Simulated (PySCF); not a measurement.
Gas-phase XPS of 1,3,4-oxdiazole, computed

Compound: 1,3,4-oxdiazole, C2H2N2O.
Cartesian coordinates in Å at the GFN2-xTB level; atoms count from 1:
```
atom  x, y, z in Å
C1    -1.0440    0.1099    0.0480
N2    -0.6276   -1.0399    0.4516
N3     0.7139   -1.0315    0.3285
C4     1.0354    0.1228   -0.1433
O5    -0.0367    0.9063   -0.3474
H6    -2.0553    0.4560    0.0046
H7     2.0176    0.4813   -0.3692
```

Method: delta-SCF UKS SCAN, pcX-2 on the ionised atom, pcseg-1 elsewhere, spin-free X2C in PySCF 2.14.0. Vertical ΔSCF values, vacuum level as zero.

Task: Give the core binding energies atom by atom.

Result: 
| atom(s) | environment | level | binding energy (eV) | count |
| --- | --- | --- | --- | --- |
| O5 | furan-type oxygen | O 1s | 541.60 | 1 |
| N2/N3 | pyridine-type nitrogen | N 1s | 406.28 | 2 |
| C1/C4 | aromatic CH next to a ring nitrogen | C 1s | 293.69 | 2 |

Task: Express the binding energy of C 1s of C1/C4 in atomic units and per mole.

Result: 293.69 eV = 10.7929 Eh = 28337 kJ/mol.

Task: Which effective nuclear charge Zeff reproduces each element's mean 1s value in the hydrogen-like formula E = 13.606 eV × Zeff²?

Result: C (Z = 6): mean 293.7 eV, Zeff = 4.65, Z − Zeff = 1.35; N (Z = 7): mean 406.3 eV, Zeff = 5.46, Z − Zeff = 1.54; O (Z = 8): mean 541.6 eV, Zeff = 6.31, Z − Zeff = 1.69. Means run over the listed sites, weighted by atom count.

Atoms equivalent by their bonding share one computed value, that of the first of them. Isolated species at its GFN2-xTB geometry, gas phase.
